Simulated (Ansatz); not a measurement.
The inner images of a band of CH5Al + H4Si (12 atoms, charge 0, multiplicity 1) are given out of order.

All numbers below come from RKS PBE0-D4/6-31G* in Ansatz.

Image 0:

```xyz
12
Properties=species:S:1:pos:R:3
Al -0.104 0.196 0.137
H 0.113 1.096 1.441
H 1.199 -0.440 -0.553
C -1.829 0.145 -0.803
H -2.680 0.178 -0.113
H -1.927 1.016 -1.466
H -1.935 -0.745 -1.434
Si 0.284 -2.771 1.012
H 0.047 -3.135 -0.405
H 1.723 -2.650 1.339
H -0.393 -3.733 1.922
H -0.393 -1.451 1.300
```

Image 8:

```xyz
12
Properties=species:S:1:pos:R:3
Al -0.015 -0.597 -0.251
H -0.015 0.701 1.680
H 1.255 0.339 -0.511
C -1.796 -0.039 -0.864
H -2.605 -0.440 -0.243
H -1.901 1.052 -0.900
H -1.972 -0.409 -1.884
Si 0.322 -2.847 0.688
H -0.034 -3.909 -0.305
H 1.726 -3.119 1.126
H -0.550 -3.092 1.881
H -0.308 0.067 1.958
```

Q: Put them in order from the first end to the last, with their energies above the first end.
A.
```xyz
12
Properties=species:S:1:pos:R:3
Al -0.071 0.240 0.126
H 0.092 1.178 1.411
H 1.265 -0.324 -0.562
C -1.802 0.066 -0.788
H -2.628 -0.075 -0.080
H -2.032 0.978 -1.355
H -1.820 -0.765 -1.502
Si 0.243 -2.746 1.003
H -0.056 -3.000 -0.425
H 1.692 -2.822 1.298
H -0.535 -3.661 1.877
H -0.242 -1.364 1.374
```
B.
```xyz
12
Properties=species:S:1:pos:R:3
Al -0.056 0.235 0.066
H 0.018 0.912 1.512
H 1.322 0.027 -0.726
C -1.826 0.003 -0.763
H -2.572 -0.332 -0.032
H -2.167 0.987 -1.116
H -1.865 -0.672 -1.625
Si 0.257 -2.728 0.985
H 0.104 -3.021 -0.460
H 1.606 -3.092 1.477
H -0.831 -3.350 1.776
H 0.118 -1.261 1.283
```
C.
```xyz
12
Properties=species:S:1:pos:R:3
Al -0.008 -0.576 -0.268
H -0.080 0.656 1.687
H 1.278 0.313 -0.595
C -1.808 -0.006 -0.816
H -2.573 -0.274 -0.078
H -1.882 1.069 -1.012
H -2.084 -0.522 -1.746
Si 0.288 -2.830 0.668
H 0.213 -3.868 -0.408
H 1.594 -3.026 1.369
H -0.785 -3.172 1.655
H -0.047 -0.058 1.922
```
D.
```xyz
12
Properties=species:S:1:pos:R:3
Al -0.057 0.289 0.099
H 0.065 1.182 1.422
H 1.295 -0.140 -0.648
C -1.806 0.014 -0.758
H -2.581 -0.270 -0.036
H -2.148 0.948 -1.225
H -1.782 -0.746 -1.548
Si 0.237 -2.746 0.993
H 0.001 -2.945 -0.456
H 1.642 -3.027 1.370
H -0.717 -3.543 1.805
H -0.044 -1.310 1.358
```
E.
```xyz
12
Properties=species:S:1:pos:R:3
Al -0.003 -0.423 -0.207
H 0.019 0.389 1.685
H 1.369 0.279 -0.606
C -1.828 0.004 -0.790
H -2.571 -0.304 -0.044
H -2.035 1.041 -1.074
H -2.012 -0.618 -1.678
Si 0.242 -2.673 0.732
H 0.160 -3.560 -0.461
H 1.536 -2.949 1.432
H -0.841 -3.095 1.680
H 0.071 -0.384 1.707
```
F.
```xyz
12
Properties=species:S:1:pos:R:3
Al -0.039 0.076 0.012
H 0.009 0.555 1.552
H 1.398 0.083 -0.686
C -1.838 -0.012 -0.777
H -2.575 -0.322 -0.026
H -2.110 1.011 -1.073
H -1.964 -0.646 -1.660
Si 0.248 -2.626 0.939
H 0.118 -3.124 -0.462
H 1.583 -2.983 1.465
H -0.854 -3.189 1.749
H 0.131 -1.116 1.343
```
G.
```xyz
12
Properties=species:S:1:pos:R:3
Al -0.026 -0.131 -0.079
H 0.024 0.329 1.580
H 1.427 0.142 -0.644
C -1.851 -0.009 -0.779
H -2.584 -0.323 -0.028
H -2.096 1.018 -1.073
H -1.982 -0.647 -1.661
Si 0.239 -2.573 0.862
H 0.130 -3.254 -0.465
H 1.557 -2.936 1.456
H -0.843 -3.126 1.728
H 0.110 -0.783 1.480
```

A: A (+0.1 kcal/mol), D (+0.3 kcal/mol), B (+1.7 kcal/mol), F (+10.7 kcal/mol), G (+26.5 kcal/mol), E (+9.1 kcal/mol), C (+4.5 kcal/mol).

Time of the run: 7.5 min on 1 thread of Arm Neoverse V1, with other jobs on the host, peak memory 0.14 GiB.
